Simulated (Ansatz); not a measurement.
# NS+ (triplet): from Hartree-Fock to the top rungs at distance N1–S2 = 1.434 Å, 6-31G

How much of the correlation energy of NS+ (triplet) does each wave-function method recover here?

The runs use Ansatz 0.2.0, Gaussian basis; 6-31G, core rule «outside noble gas», up to 6 orbitals frozen.

Plan: UHF; CCSD(T) on ROHF; CCSD(T) on UHF; BCCD(T) on ROHF; CISD as a restricted active space (open shells left free, so some higher excitations enter); CCSDT(Q) on ROHF; CCSDT(Q) on UHF; CISDTQ; CCSDTQ on ROHF; CCSDTQ on UHF; CASSCF and MRCISD+Q, 4 electrons in 4 orbitals; CASSCF and NEVPT2, 4 electrons in 4 orbitals; CASSCF and MRCISD+Q, 10 electrons in 8 orbitals; CASSCF and NEVPT2, 10 electrons in 8 orbitals; Full CI.

42 further runs of the same task are left out: 11 for a known fault of the program, 22 that didn't finish, 9 set aside as unsound or not needed. Runs told in other sessions of the task aren't counted.

## Step 1: The system

The geometry derives from a PBE0/def2-TZVP stationary point (not a proven minimum). One bond is set to the value named and the two fragments are kept rigid.

2 atoms, charge 1, spin multiplicity 3.

Atoms are counted from 1 here; the program's logs count them from 0.

Bond lengths: N1–S2 1.434 Å.

## Step 2: UHF

in.yaml reads:

```yaml
crystal:
  periodic: [false, false, false]
  atoms:
    - {symbol: N, position_ang: [0.000000, 0.000000, 0.000000]}
    - {symbol: S, position_ang: [0.000000, 0.000000, 1.434000]}
basis:
  gaussian: {orbitals: 6-31G}
total_charge: 1
magnetization: {spin_polarized: true, initial_magnetization: 2}
hamiltonian: {xc: hf}
output: {orbitals: {seedname: orbitals}}
```

Run with:

```bash
> ansatz run in.yaml --threads 1 --pin off --events-out ev --progress --plain --max-ram 2393MiB
```

The runs that follow: CCSD(T) on ROHF; CCSD(T) on UHF; BCCD(T) on ROHF; CISD as a restricted active space (open shells left free, so some higher excitations enter); CCSDT(Q) on ROHF; CCSDT(Q) on UHF; CISDTQ; CCSDTQ on ROHF; CCSDTQ on UHF; CASSCF and MRCISD+Q, 4 electrons in 4 orbitals; CASSCF and NEVPT2, 4 electrons in 4 orbitals; CASSCF and MRCISD+Q, 10 electrons in 8 orbitals; CASSCF and NEVPT2, 10 electrons in 8 orbitals; Full CI.

Q: Predict the results of all the runs planned. Wanted: FCI from the RHF energy; RMP2 from FCI; UMP2 from FCI; RCCSD from FCI; RCCSD(T) from FCI; UCCSD(T) from FCI; RCCSDT(Q) from FCI; UCCSDT(Q) from FCI; NEVPT2 valence from FCI.

**Answer**, as computed:

```
                         quantity                                                                     value
          FCI from the ROHF energy                                                                -4.6913 eV
                    RMP2 from FCI                                                           +12.12 kcal/mol
                    UMP2 from FCI                                                           +28.43 kcal/mol
                   RCCSD from FCI                                                            +4.75 kcal/mol
                RCCSD(T) from FCI                                                            +1.54 kcal/mol
                UCCSD(T) from FCI                                                            +1.43 kcal/mol
               RCCSDT(Q) from FCI                                                            +0.09 kcal/mol
               UCCSDT(Q) from FCI                                                            +0.20 kcal/mol
          NEVPT2 valence from FCI                                                            +8.78 kcal/mol
        MRCISD+Q valence from FCI                                                            +0.57 kcal/mol
levels within 1 kcal/mol (43 meV)  UCCSDT, CISDTQ, RCCSDT(Q), UCCSDT(Q), RCCSDTQ, UCCSDTQ, MRCISD+Q valence
                    T1 diagnostic                                                                     0.047
   effectively unpaired electrons                                                                      2.14
```

**Reading.** RCCSD(T) lands +1.54 kcal/mol from the yardstick (1.4 % of the correlation energy). The occupations are near whole numbers, but T1 = 0.047 shows that the orbitals relax strongly. Of the multireference levels listed MRCISD+Q valence comes nearest in total energy (+0.57 kcal/mol), which doesn't show that its space is the better one. Coupled cluster took another determinant than the lowest Hartree-Fock one. These misses are within one basis, not against nature; the frozen cores of restricted and unrestricted runs differ, which can shift their rows.

Levels on UHF freeze UHF's core orbitals, full CI those of ROHF, so the U rows can settle a little off it for that reason alone.

With open shells the CI space here admits some higher excitations, so it is larger than plain CISD.
